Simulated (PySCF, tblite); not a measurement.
## aluminium trichloride and methylamine

A gas-phase complex of aluminium trichloride and methylamine; neutral, singlet. The structure comes from a short search (6 tight-binding starts) and was relaxed by PBE0-D3(BJ)/def2-SVPD; another way of binding may lie lower. No frequency run checks that it is a minimum.

```
part                   name              SMILES  atoms  charge  multiplicity
   1  aluminium trichloride  [Cl][Al]([Cl])[Cl]    1–4       0             1
   2            methylamine                  CN   5–11       0             1
```

Coordinates in Å:
```
Cl1    -1.688    0.067   -1.093
Al2    -0.242    0.527    0.402
Cl3    -0.730   -0.047    2.393
Cl4     1.800    0.319   -0.168
C5      0.437    3.197    1.450
N6     -0.439    2.507    0.483
H7      1.480    2.987    1.188
H8      0.261    4.280    1.444
H9      0.240    2.794    2.450
H10    -0.276    2.859   -0.461
H11    -1.421    2.704    0.686
```

Contacts between parts, classed by geometry: Al2···N6 1.991 Å (bond).

The parts are joined by the bond Al2–N6, so these are energies of forming such bonds; deforming the relaxed parts to their shape in the adduct costs 7.6 kcal/mol, which the interaction energies leave out.

Interaction energies are complex less parts, with the parts frozen as they stand in it; counterpoise-corrected, in kcal/mol (PySCF).

Problem. Give the interaction energy at each level run.

Solution. 
```tsv
level	interaction	superposition error removed
wB97M-D3(BJ)/def2-SVPD	-52.09	-2.70
PBE0-D3(BJ)/def2-SVPD	-52.73	-2.78
```

Problem. What holds them together? Decompose the wB97M-D3(BJ)/def2-SVPD energy: frozen parts, their antisymmetrised product, then relaxation.

Solution. electrostatic -85.2, Pauli repulsion +79.3, orbital relaxation -44.8, dispersion correction -4.0 kcal/mol, which sum to the value before the counterpoise correction; the Pauli term holds the exchange-correlation of the frozen density too. Of the attraction, 64 % is electrostatic, 33 % is orbital relaxation, 3 % is dispersion correction.

The parts were also relaxed and run alone, at the levels used for the complex: shieldings by PBE0/pcSseg-1; core levels by delta-SCF with SCAN, pcX-2 on the ionised atom and pcseg-1 elsewhere, spin-free X2C (2p3/2 is the spin-free 2p value less a third of a first-order spin-orbit splitting).

Problem. What does binding change?

Solution. 
| property | alone | in the complex | change |
| --- | --- | --- | --- |
| shielding of Al2 (ppm) | 413.3 | 452.3 | +39.0 |
| shielding of N6 (ppm) | 247.9 | 216.3 | -31.6 |
| Cl1 2p3/2 core level (eV) | 206.55 | 205.44 | -1.11 |
| Al2 2p3/2 core level (eV) | 83.03 | 81.59 | -1.44 |
| N6 1s core level (eV) | 405.10 | 408.16 | +3.06 |
